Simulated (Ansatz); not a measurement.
# Structure optimisation: scandium, hcp

Level of theory: DFT, RPBE, plane waves (420 eV) with PAW, scalar-relativistic in Ansatz. The PAW files were generated under PBE, with cores re-solved for the functional.

k-point mesh 11×11×6, Fermi-Dirac smearing 0.05 eV, starting moments 1.00 ×2 μB. Cell and atoms relax.

Starting structure:

```cif
data_structure
_symmetry_space_group_name_H-M 'P 1'
_symmetry_Int_Tables_number 1
_cell_length_a 3.3090
_cell_length_b 3.3090
_cell_length_c 5.2733
_cell_angle_alpha 90.000
_cell_angle_beta 90.000
_cell_angle_gamma 120.000
_cell_volume 50.00
loop_
_atom_site_label
_atom_site_type_symbol
_atom_site_fract_x
_atom_site_fract_y
_atom_site_fract_z
_atom_site_occupancy
Sc1 Sc 0.33333 0.66667 0.25000 1
Sc2 Sc 0.66667 0.33333 0.75000 1
```

Problem. The pressure at the start is 1.5 GPa. By how much does the volume change?

Solution. From 25.00 to 25.70 Å³ per atom, 2.8 %. The final cell has a = 3.343 Å, c = 5.310 Å (c/a = 1.588).

Problem. How much energy does the relaxation gain?

Solution. 3.2 meV per atom.

Path of the relaxation (the plane waves are chosen anew near the end, which can shift the energy a little):

```tsv
step	E − E(final) (meV/atom)	V (Å³/atom)	P (GPa)	max force (eV/Å)
0	3.15	25.002	1.46	0.000
1	0.34	25.863	-0.33	0.000
2	0.14	25.700	-0.01	0.000
3	0.00	25.700	-0.01	0.000
```

Problem. Which magnetic state does it end in?

Solution. ferromagnetic, net 0.46 μB per atom; moments 0.30 ×2 μB.

Real scandium is paramagnetic; a moment here is an artefact of the functional.
